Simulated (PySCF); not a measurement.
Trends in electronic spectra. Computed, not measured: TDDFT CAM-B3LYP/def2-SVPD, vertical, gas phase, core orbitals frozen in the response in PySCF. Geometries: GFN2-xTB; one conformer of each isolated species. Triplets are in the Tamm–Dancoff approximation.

**Question.** Rank by computed lowest singlet excitation energy, lowest first.
A. `O=S1(=O)C=CC=C1`
B. `O=C(F)F`
C. `C=PCC#N`
D. `o1c2ccsc2cc1`
E. `C(O[SiH3])OC(C)=O`

**Answer.** A (4.43 eV), C (4.77 eV), D (5.15 eV), E (5.96 eV), B (7.29 eV).

| SMILES | S1 (eV) | HOMO (eV) | gap (eV) | α (au) | T1 (eV) | LUMO (eV) | S1 mainly |
| --- | --- | --- | --- | --- | --- | --- | --- |
| O=S1(=O)C=CC=C1 | 4.43 | -9.21 | 7.73 | 66.7 | 2.75 | -1.48 | H→L (98%) |
| C=PCC#N | 4.77 | -9.28 | 8.28 | 63.3 | 2.84 | -1.00 | H-1→L (89%) |
| c1cc2sccc2o1 | 5.15 | -7.45 | 7.84 | 85.6 | 3.35 | 0.38 | H→L (95%) |
| CC(=O)OCO[SiH3] | 5.96 | -9.84 | 10.77 | 71.5 | 5.47 | 0.93 | H→L (56%) |
| O=C(F)F | 7.29 | -12.23 | 12.83 | 18.2 | 6.77 | 0.59 | H→L (99%) |

H and L stand for HOMO and LUMO.

- `O=S1(=O)C=CC=C1`: Löwdin shares by element: HOMO carbon 80% (atoms not listed hold the other 20%); LUMO carbon 76% (atoms not listed hold the other 24%).
- `C=PCC#N`: Löwdin shares by element: HOMO carbon 46% or more, phosphorus 38%, hydrogen 5% or more; LUMO phosphorus 46%, carbon 43% or more, hydrogen 4% or more.
- `c1cc2sccc2o1`: Löwdin shares by element: HOMO carbon 67% or more (atoms not listed hold the other 33%); LUMO carbon 48% or more, sulfur 14% (atoms not listed hold the other 38%).
- `CC(=O)OCO[SiH3]`: Löwdin shares by element: HOMO oxygen 57% or more, silicon 9%, hydrogen 7% or more (atoms not listed hold the other 27%); LUMO carbon 45% or more, oxygen 36% or more (atoms not listed hold the other 20%).
- `O=C(F)F`: Löwdin shares by element: HOMO oxygen 71%, fluorine 21%, carbon 8%; LUMO carbon 43%, oxygen 34%, fluorine 24%.
